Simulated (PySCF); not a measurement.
**Spin-orbit coupling and the first ionisation energy along group 13**

Two-component X2C-1e calculated with PySCF 2.14: MP2 on generalised Hartree-Fock spinors (GMP2), with spin-orbit coupling off and on (screened by Boettger's factors); no Breit or QED terms. Values in eV; the references (NIST) lie between the lowest levels. Elements whose determinants are no pure J levels are left out.

```
                                    element                               configurations  spin-free  with spin-orbit  shift  reference
            B (x2c-TZVPPall-2c, 1s2 frozen)                      [He] 2s2 2p1 → [He] 2s2      8.251            8.253  0.001      8.298
          Al (x2c-TZVPPall-2c, [Ne] frozen)                      [Ne] 3s2 3p1 → [Ne] 3s2      5.803            5.812  0.009      5.986
          Ga (x2c-TZVPPall-2c, [Ne] frozen)            [Ar] 3d10 4s2 4p1 → [Ar] 3d10 4s2      5.813            5.880  0.068      5.999
     In (x2c-TZVPPall-2c, [Ar] 3d10 frozen)            [Kr] 4d10 5s2 5p1 → [Kr] 4d10 5s2      5.424            5.613  0.190      5.786
Tl (x2c-TZVPPall-2c, [Kr] 4d10 4f14 frozen)  [Xe] 4f14 5d10 6s2 6p1 → [Xe] 4f14 5d10 6s2      5.234            5.935  0.700      6.108
```

The largest shift is at Tl, 0.700 eV, where spin-orbit coupling lowers the species with more electrons by more than the one with fewer (starting occupations 6p1/2^1 and closed).

What remains against the references is mostly the basis and correlation beyond MP2.
